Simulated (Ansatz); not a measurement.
`N/C=C(\N)C=O`, relaxed with RKS PBE0-D4/def2-TZVP in Ansatz from a PBE-D4/def2-SVP geometry. The force threshold is 0.005 eV/Å; the program also tests the step.

Total charge 0; spin multiplicity 1.

Start:

```xyz
12

N     1.341   -0.378   -1.427
C     0.096   -0.010   -1.051
C    -0.293    0.072    0.270
N     0.688   -0.226    1.273
C    -1.657    0.484    0.590
O    -2.537    0.789   -0.212
H     2.028   -0.435   -0.666
H     1.663   -0.256   -2.384
H    -0.650    0.209   -1.832
H     0.608    0.413    2.075
H     0.564   -1.176    1.652
H    -1.853    0.514    1.712
```

**Question.** How much energy does the relaxation release, and in how many steps? (Best estimate.)

**Answer.** The calculation gave: 7.44 kJ/mol, in 18 steps, 4 of them rejected.

**Question.** Which bonds change most? (An estimate is asked.)

**Answer.** Ansatz gave: C5–H12 from 1.139 to 1.116 Å; C2–C3 from 1.379 to 1.357 Å; N1–H7 from 1.027 to 1.007 Å; N4–H11 from 1.030 to 1.012 Å.

**Question.** Give the relaxed structure. (Estimate.)

**Answer.** The calculation gave: 
```xyz
12

N     1.346   -0.300   -1.420
C     0.112    0.035   -1.029
C    -0.290    0.063    0.267
N     0.658   -0.276    1.279
C    -1.654    0.434    0.581
O    -2.522    0.739   -0.212
H     2.023   -0.510   -0.703
H     1.625   -0.267   -2.380
H    -0.608    0.292   -1.798
H     0.791    0.472    1.947
H     0.393   -1.105    1.794
H    -1.874    0.423    1.675
```
